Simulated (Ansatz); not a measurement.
# How far each method lies from UCCSDT(Q) for HC–O–Si⁺, quintet

Geometry: that of the HC–O–Si, quartet, kept fixed. The triplet lies 3.7 eV lower here.

```yaml
atoms:
  - { symbol: C, position_ang: [0.0000, -0.3103, 1.6466] }
  - { symbol: O, position_ang: [0.0000, 0.3518, 0.5441] }
  - { symbol: Si, position_ang: [0.0000, -0.0732, -1.1086] }
  - { symbol: H, position_ang: [0.0000, 0.1527, 2.6323] }
```

Basis cc-pVDZ; Ansatz 0.2.0. Correlated methods freeze the noble-gas cores, which leaves 14 electrons in 44 orbitals. Prefix R: restricted or restricted open-shell reference; prefix U: unrestricted.

Full CI isn't at hand for all of this; UCCSDT(Q) serves as the reference, and is uncertain by the last step of the cluster series or more. The frozen core follows each run's orbitals, which can shift R against U totals by a few meV.

For open shells CISD is restricted-active-space CI with the open shells as a complete middle space.

The UHF ⟨S²⟩ is 6.067, the T1 diagnostic (RCCSD) is 0.0540 and the largest doubles amplitude (RCCSD) is 0.066. The T1 diagnostic (UCCSD) is 0.0374.

```json
{"level": "UHF", "E − E(RHF) (eV)": "-0.1733"}
{"level": "RMP2", "E − E(RHF) (eV)": "-8.4213"}
{"level": "UMP2", "E − E(RHF) (eV)": "-8.4417"}
{"level": "RCCSD", "E − E(RHF) (eV)": "-9.0522"}
{"level": "UCCSD", "E − E(RHF) (eV)": "-9.0740"}
{"level": "RCCSD(T)", "E − E(RHF) (eV)": "-9.3989"}
{"level": "UCCSD(T)", "E − E(RHF) (eV)": "-9.3983"}
```

Estimate how far UCCSDT(Q) in cc-pVDZ lies from RCCSD(T). The table doesn't fix it; the size of (T) and the diagnostics are the guide.

UCCSDT(Q) in cc-pVDZ lies 7.3 kJ/mol below RCCSD(T), which is 22 % of the (T) step (-33.5 kJ/mol). T1 is raised, but (T) still catches most of what CCSD lacks. The miss exceeds 1 kcal/mol.

The other levels:

```csv
level,E − E(UCCSDT(Q)) (kJ/mol),share of correlation (%),wall time
CISD,116.2,87.29,39 s
BCCD(T),7.0,99.24,15 s
RCCSDT,3.4,99.62,–
UCCSDT,3.3,99.64,–
RCCSDT(Q),1.2,99.87,1.8 min
```

The correlation energy at UCCSDT(Q), counted from RHF, is -9.474 eV. That run took 90 s on 1 thread of Arm Neoverse V1, shared host.

Times hold each run's SCF and search for its determinant on a shared host, so for small cases they say little of a method's own cost; they ran on 1 thread of Arm Neoverse V1. Some runs computed forces too.
